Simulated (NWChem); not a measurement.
**SiH2SF (SMILES F[SiH2][S]): levels of theory compared**

Wanted: a comparison of 6 runs (UB3LYP/DGauss-DZVP, UB3LYP/jorge-TZP, UB3LYP/MINI, UB3LYP/SBKJC-VDZ, UB3LYP/LANL2DZ, UB3LYP/MIDI!) of SiH2SF. 

Program for the calculation: NWChem 7.3.0.

1 further run of the same task is left out (set aside as unsound or not needed).

## Step 1: Starting point

SiH2SF: 5 atoms, total charge 0, spin state doublet. As SMILES, `F[SiH2][S]`. The coordinates come from a PBE0-D4/def2-TZVP relaxation.

Bond lengths: F1–Si2 1.596 Å, Si2–S3 2.099 Å, Si2–H4 1.482 Å, Si2–H5 1.482 Å. Angles: F1–Si2–S3 114.0°, F1–Si2–H4 107.4°, F1–Si2–H5 107.4°, S3–Si2–H4 107.4°, S3–Si2–H5 107.4°, H4–Si2–H5 113.3°.

## Step 2: Energy and forces at UB3LYP/DGauss-DZVP (run 1)

Input file mymol.nw:

```
start mymol
title "FH2SSi"
memory stack 880 mb heap 220 mb global 1100 mb

geometry noautosym nocenter noautoz
  F       -0.324300      -0.023300       1.585400
  Si       0.086000      -0.081000       0.044500
  S       -1.148000       1.061300      -1.211000
  H       -0.023500      -1.493100      -0.391000
  H        1.459700       0.462600      -0.069300
end

basis spherical bse
  F library DGauss-DZVP
  Si library DGauss-DZVP
  S library DGauss-DZVP
  H library DGauss-DZVP
end

dft
  xc b3lyp
  mult 2
  grid fine
  convergence energy 1e-08
  maxiter 100
  mulliken
  print low
end

task dft gradient
```

The run is started by

```sh
$ nwchem mymol.nw > mymol.out
```

Log:

```text
[...]
 d= 0,ls=0.0,diis     1   -788.6749498203 -9.31D+02  1.07D-02  1.30D-01     0.6
[...]
 d= 0,ls=0.0,diis    11   -788.7434996428 -3.54D-09  2.98D-07  1.42D-10     5.1
[...]
         Total DFT energy =     -788.743499642793
      One electron energy =    -1375.146674516127
           Coulomb energy =      501.525501550496
    Exchange-Corr. energy =      -57.766038745858
 Nuclear repulsion energy =      142.643712068695
[...]
      Total Density - Mulliken Population Analysis
     ---------------------------------------------
    Atom       Charge   Shell Charges
 -----------   ------   -------------------------------------------------------
    1 F    9     9.40   2.00  0.98  0.95  4.09  1.38  0.01
    2 Si  14    13.40   2.00  2.00  0.89  0.22  5.99  1.92  0.08  0.29
    3 S   16    16.16   2.00  2.00  1.15  0.79  5.99  3.12  1.09  0.02
    4 H    1     1.02   0.56  0.46
    5 H    1     1.02   0.56  0.46
[...]
      <S2> =      0.7527 (Exact =     0.7500)
                         DFT ENERGY GRADIENTS
    atom               coordinates                        gradient
                 x          y          z           x          y          z
   1 F      -0.612838  -0.044031   2.995972    0.005190  -0.000656  -0.019949
   2 Si      0.162516  -0.153068   0.084093   -0.009556   0.004753   0.015310
   3 S      -2.169405   2.005566  -2.288458    0.004911  -0.004531   0.004897
   4 H      -0.044409  -2.821550  -0.738883   -0.000404   0.000035  -0.000161
   5 H       2.758433   0.874187  -0.130958   -0.000140   0.000398  -0.000099
 Task  times  cpu:        6.8s     wall:        6.8s
 Total times  cpu:        6.8s     wall:        6.8s
```

Run time: 7.5 s. Hardware: 1 thread of AMD EPYC 9R45 (Zen 5), shared host; peak memory 0.11 GiB.

## Step 3: Energy and gradient at UB3LYP/jorge-TZP (run 2)

Input file mymol.nw:

```
start mymol
title "FH2SSi B3LYP"
memory 2200 mb

geometry units atomic noautosym nocenter noautoz
F     -0.61283818    -0.04403062     2.99597180
Si     0.16251645    -0.15306782     0.08409281
S     -2.16940559     2.00556634    -2.28845834
H     -0.04440856    -2.82155008    -0.73888291
H      2.75843322     0.87418731    -0.13095802
end

basis "ao basis" spherical bse
F library jorge-TZP
Si library jorge-TZP
S library jorge-TZP
H library jorge-TZP
end

dft
xc b3lyp
mult 2
grid fine
convergence energy 1e-08
iterations 100
mulliken
print low
end

task dft gradient
```

The run is started by

```sh
$ nwchem mymol.nw > mymol.out
```

Log:

```text
[...]
 d= 0,ls=0.0,diis     1   -788.8064798048 -9.31D+02  2.70D-03  1.02D+00     2.4
[...]
 d= 0,ls=0.0,diis    12   -788.8837000196 -5.67D-10  6.03D-08  1.02D-10    25.8
[...]
         Total DFT energy =     -788.883700019649
      One electron energy =    -1375.869206302299
           Coulomb energy =      502.247584266821
    Exchange-Corr. energy =      -57.905779615407
 Nuclear repulsion energy =      142.643701631235
[...]
      <S2> =      0.7539 (Exact =     0.7500)
                         DFT ENERGY GRADIENTS
    atom               coordinates                        gradient
                 x          y          z           x          y          z
   1 F      -0.612838  -0.044031   2.995972    0.002549  -0.000304  -0.009914
   2 Si      0.162516  -0.153068   0.084093   -0.006360   0.003752   0.006652
   3 S      -2.169406   2.005566  -2.288458    0.003918  -0.003597   0.003801
   4 H      -0.044409  -2.821550  -0.738883   -0.000333  -0.000303  -0.000333
   5 H       2.758433   0.874187  -0.130958    0.000227   0.000451  -0.000207
 Task  times  cpu:       35.8s     wall:       35.8s
 Total times  cpu:       35.8s     wall:       35.8s
```

Wall time 36 s (1 thread of AMD EPYC 9R45 (Zen 5), shared host); peak memory 0.14 GiB.

## Step 4: Energy and forces at UB3LYP/MINI (run 3)

Input file fh2ssi.xyz:

```xyz
5

F     -0.324300    -0.023300     1.585400
Si     0.086000    -0.081000     0.044500
S     -1.148000     1.061300    -1.211000
H     -0.023500    -1.493100    -0.391000
H      1.459700     0.462600    -0.069300
```

Input file fh2ssi.nw:

```
start fh2ssi
memory 2200 mb

geometry noautosym nocenter noautoz
load format xyz fh2ssi.xyz
end

basis spherical bse
F library MINI
Si library MINI
S library MINI
H library MINI
end

dft
xc b3lyp
mult 2
grid fine
convergence energy 1e-08
maxiter 100
mulliken
noprint "final vectors analysis"
end

task dft gradient
```

The run is started by

```sh
$ nwchem fh2ssi.nw > fh2ssi.out
```

Log:

```text
[...]
          Wavefunction type:  spin polarized.
          No. of atoms     :     5
          No. of electrons :    41
[...]
          Charge           :     0
          Spin multiplicity:     2
[...]
          AO basis - number of functions:    25
[...]
              XC Information
              --------------
                         B3LYP Method XC Potential
                     Hartree-Fock (Exact) Exchange  0.200
                        Slater Exchange Functional  0.800 local
                    Becke 1988 Exchange Functional  0.720 non-local
              Lee-Yang-Parr Correlation Functional  0.810
                  VWN I RPA Correlation Functional  0.190 local
[...]
 d= 0,ls=0.0,diis     1   -784.3936588423 -9.27D+02  4.42D-02  6.78D-02     0.2
[...]
 d= 0,ls=0.0,diis     9   -784.4808471015 -7.95D-09  4.43D-06  9.73D-10     1.4
[...]
         Total DFT energy =     -784.480847101544
      One electron energy =    -1367.800439820293
           Coulomb energy =      498.347766488730
    Exchange-Corr. energy =      -57.671885838677
 Nuclear repulsion energy =      142.643712068695
[...]
      <S2> =      0.7511 (Exact =     0.7500)
[...]
  wavefunction    = open shell
                         DFT ENERGY GRADIENTS
    atom               coordinates                        gradient
                 x          y          z           x          y          z
   1 F      -0.612838  -0.044031   2.995972    0.015825  -0.002222  -0.059460
   2 Si      0.162516  -0.153068   0.084093   -0.014255   0.015361  -0.027507
   3 S      -2.169405   2.005566  -2.288458    0.052654  -0.049291   0.056911
   4 H      -0.044409  -2.821550  -0.738883    0.000693   0.054728   0.021055
   5 H       2.758433   0.874187  -0.130958   -0.054917  -0.018575   0.009001
[...]
```

Wall time 2.3 s (1 thread of AMD EPYC 9R45 (Zen 5), shared host); peak memory 0.11 GiB.

Runs 4 to 5 aren't shown in full; the table further down has their settings and results.

## Step 5: Energy and gradient at UB3LYP/MIDI! (run 6)

Input file fh2ssi.nw:

```
start fh2ssi
memory stack 880 mb heap 220 mb global 1100 mb

geometry units bohr noautosym nocenter noautoz
 F     -0.61283818    -0.04403062     2.99597180
 Si     0.16251645    -0.15306782     0.08409281
 S     -2.16940559     2.00556634    -2.28845834
 H     -0.04440856    -2.82155008    -0.73888291
 H      2.75843322     0.87418731    -0.13095802
end

basis spherical bse
 * library "MIDI!"
end

dft
 xc b3lyp
 mult 2
 grid fine
 convergence energy 1e-08
 iterations 100
 mulliken
 noprint "final vectors analysis"
end

task dft gradient
```

The run is started by

```sh
$ nwchem fh2ssi.nw > fh2ssi.out
```

Log:

```text
[...]
          Wavefunction type:  spin polarized.
          No. of atoms     :     5
          No. of electrons :    41
[...]
          Charge           :     0
          Spin multiplicity:     2
[...]
          AO basis - number of functions:    54
[...]
              XC Information
              --------------
                         B3LYP Method XC Potential
                     Hartree-Fock (Exact) Exchange  0.200
                        Slater Exchange Functional  0.800 local
                    Becke 1988 Exchange Functional  0.720 non-local
              Lee-Yang-Parr Correlation Functional  0.810
                  VWN I RPA Correlation Functional  0.190 local
[...]
 d= 0,ls=0.0,diis     1   -784.7367626369 -9.27D+02  1.02D-02  1.16D-01     0.4
[...]
 d= 0,ls=0.0,diis    10   -784.8020782707 -5.87D-09  1.21D-06  2.42D-09     3.4
[...]
         Total DFT energy =     -784.802078270689
      One electron energy =    -1371.120061883724
           Coulomb energy =      501.413717951767
    Exchange-Corr. energy =      -57.739435969967
 Nuclear repulsion energy =      142.643701631235
[...]
      <S2> =      0.7528 (Exact =     0.7500)
[...]
  wavefunction    = open shell
                         DFT ENERGY GRADIENTS
    atom               coordinates                        gradient
                 x          y          z           x          y          z
   1 F      -0.612838  -0.044031   2.995972    0.001360  -0.000922  -0.000672
   2 Si      0.162516  -0.153068   0.084093    0.002256  -0.000811  -0.005323
   3 S      -2.169406   2.005566  -2.288458   -0.001451   0.001139  -0.000236
   4 H      -0.044409  -2.821550  -0.738883   -0.000365   0.001235   0.003269
   5 H       2.758433   0.874187  -0.130958   -0.001800  -0.000641   0.002963
[...]
```

Run time: 5.1 s. Hardware: 1 thread of AMD EPYC 9R45 (Zen 5), shared host; peak memory 0.11 GiB.

## Step 6: The series

| run | level | core potential | energy (Eh) | ⟨S²⟩ | largest force (eV/Å) | wall time |
| --- | --- | --- | --- | --- | --- | --- |
| 1 | UB3LYP/DGauss-DZVP | – | -788.743500 | 0.753 | 1.061 | 7.5 s |
| 2 | UB3LYP/jorge-TZP | – | -788.883700 | 0.754 | 0.527 | 36 s |
| 3 | UB3LYP/MINI | – | -784.480847 | 0.751 | 4.724 | 2.3 s |
| 4 | UB3LYP/SBKJC-VDZ (core potential) | SBKJC-VDZ | -39.348984 | 0.752 | 4.045 | 2.8 s |
| 5 | UB3LYP/LANL2DZ (core potential) | LANL2DZ | -115.042428 | 0.752 | 3.241 | 2.9 s |
| 6 | UB3LYP/MIDI! | – | -784.802078 | 0.753 | 0.300 | 5.1 s |

## Step 7: Outcome

| quantity | value |
| --- | --- |
| run 6: total energy | -784.80208 Eh |
| run 6: dipole moment | 1.13 D |
| run 6: ⟨S²⟩ | 0.753 |
| run 6: largest force on an atom | 0.300 eV/Å |

In words: Over runs 3, 4, 5, 6 the dipole moment (its size) runs from 0.77 D (UB3LYP/MINI) to 2.33 D (UB3LYP/SBKJC-VDZ). The two ends differ in basis and core potential. Some runs of one species differ in core potentials or relativity; totals across that change don't compare. In run 3 the basis is minimal, so the values are rough. All runs together took 57 s, the longest 36 s.
